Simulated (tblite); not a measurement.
Input of a run (GFN2-xTB geometry optimisation, gas phase (tblite 0.8.0)), started from a force field or distance geometry:
```
{"job": {"kind": "relax", "xc": "GFN2-xTB", "basis": "xTB"}, "charge": 0, "multiplicity": 1}
C      1.887400     0.548000    -0.409800
C      0.666900     0.156300    -0.131800
C      0.197900    -1.042000     0.575100
C     -1.148500    -1.005600     0.618400
C     -1.597800     0.207300    -0.029100
C     -0.543600     0.902500    -0.484100
H      1.996200     1.488100    -0.943500
H      2.754900    -0.032900    -0.119100
H      0.843500    -1.820300     0.976700
H     -1.793700    -1.744300     1.074800
H     -2.647700     0.500700    -0.148700
H     -0.614700     1.841500    -1.005000
```

Output (eV, eV/Å):
```
step      E/eV     max force
  0    -430.63243    1.408
  1    -430.65680    1.218
  2    -430.67394    0.369
  3    -430.68276    0.322
  4    -430.69291    0.413
  5    -430.69758    0.217
  6    -430.70016    0.132
  7    -430.70169    0.143
  8    -430.70261    0.094
  9    -430.70311    0.068
 10    -430.70362    0.092
 11    -430.70427    0.114
 12    -430.70509    0.108
 13    -430.70585    0.080
 14    -430.70629    0.060
 15    -430.70656    0.052
 16    -430.70686    0.051
 17    -430.70722    0.053
 18    -430.70751    0.038
 19    -430.70766    0.033
 20    -430.70775    0.025
 21    -430.70779    0.014
 22    -430.70781    0.007
```

Task: Summarise the run.

Result: The energy falls by 0.075 eV over 22 L-BFGS steps, the largest force on an atom goes from 1.41 to 0.007 eV/Å, and the atoms move by 0.050 Å rms after alignment. The bond that changes most is C1=C2 (terminal =CH2 carbon to fully substituted alkene carbon), which lengthens by 0.023 Å. Bonds longer at the end by more than 0.005 Å: 2 of 12; shorter: 5. Among the angles that change most is C2–C1–H7, from 117.1° to 121.6°. The energy never rose by more than 1e-5 eV on the way. The first step brought 32 % of the lowering.

Task: What are the final bond lengths?

Result: C1=C2 1.334 Å, C2–C3 1.463 Å, C3=C4 1.343 Å, C4–C5 1.457 Å, C5=C6 1.343 Å, C2–C6 1.463 Å, C1–H7 1.078 Å, C1–H8 1.078 Å, C3–H9 1.074 Å, C4–H10 1.075 Å, C5–H11 1.075 Å, C6–H12 1.074 Å. Numbering counts from 1 in the input's order; the species is `C1=CC(=C)C=C1`.

Its GFN2-xTB frequencies are all real (lowest 179 cm⁻¹).

The numbers are calculated, not measured.
